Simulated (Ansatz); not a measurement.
# The cluster Ru₄: the relaxed shape and its frontier levels

Aim: characterise the cluster Ru₄ as a singlet: its structure, frontier levels and distribution of charge.

Program: Ansatz 0.2.0, Gaussian basis. Level of theory: RKS PBE0-D4/def2-TZVP. These are calculated values, not measurements.

The runs, in order: relaxation at PBE0-D4/def2-SVP; a search for the lowest solution at PBE0-D4/def2-SVP; a single point at PBE0-D4/def2-TZVP.

6 further runs of the same task are left out: 2 that didn't finish, 4 set aside as unsound or not needed. Runs told in other sessions of the task aren't counted.

## Step 1: The starting structure

4 atoms, charge 0, spin multiplicity 1.

Atoms are counted from 1 here; the program's logs count them from 0.

Bond lengths: Ru1–Ru2 3.475 Å, Ru1–Ru3 3.386 Å, Ru2–Ru3 3.465 Å, Ru2–Ru4 3.464 Å, Ru3–Ru4 3.493 Å. Angles: Ru2–Ru1–Ru3 60.7°, Ru1–Ru2–Ru3 58.4°, Ru1–Ru2–Ru4 61.6°, Ru3–Ru2–Ru4 60.5°, Ru1–Ru3–Ru2 60.9°, Ru1–Ru3–Ru4 62.2°, Ru2–Ru3–Ru4 59.7°, Ru2–Ru4–Ru3 59.7°.

Ru takes a core potential in the def2 sets. No spin-orbit coupling is included.

The start is a GFN2-xTB geometry.

## Step 2: Relaxation at PBE0-D4/def2-SVP

The input, in.yaml:

```yaml
crystal:
  periodic: [false, false, false]
  atoms:
    - {symbol: Ru, position_ang: [0.116850, -0.850860, -1.943970]}
    - {symbol: Ru, position_ang: [0.634050, 2.022790, -0.060450]}
    - {symbol: Ru, position_ang: [1.268620, -1.130780, 1.227580]}
    - {symbol: Ru, position_ang: [-2.019520, -0.041140, 0.776830]}
basis:
  gaussian: {orbitals: def2-SVP}
hamiltonian: {xc: pbe0, dispersion: d4}
scf: {lower_state_search: "off"}
output: {orbitals: {seedname: orbitals}}
relax: {f_tol: 0.02, max_steps: 100}
```

Launch:

```
ansatz run in.yaml --threads 4 --pin off --events-out ev --progress --plain --max-ram 3916MiB
```

The runs that follow: Searching for the lowest solution, PBE0-D4/def2-SVP; Single point, PBE0-D4/def2-TZVP.

Q: Predict the results of all the runs planned. Wanted: point group; commonest bond; HOMO, LUMO at PBE0-D4/def2-TZVP; dipole at PBE0-D4/def2-SVP.

As calculated:

```
                       quantity                            value
                    point group                              D2d
                 commonest bond  Ru–Ru, 6 of mean length 2.402 Å
HOMO, LUMO at PBE0-D4/def2-TZVP                  -4.16, -2.18 eV
     dipole at PBE0-D4/def2-SVP                           0.00 D
```

What this shows: The molecule keeps its bonding pattern by the stored test; the atoms moved 0.68 Å (rms). No usable vibrations, so a minimum isn't proven. The HOMO lies nearest to Ru2, Ru4 about 37 % each; Ru1, Ru3 about 13 % each and the LUMO to 4 Ru atoms about 25 % each. Whether this spin is the lowest isn't tested here.
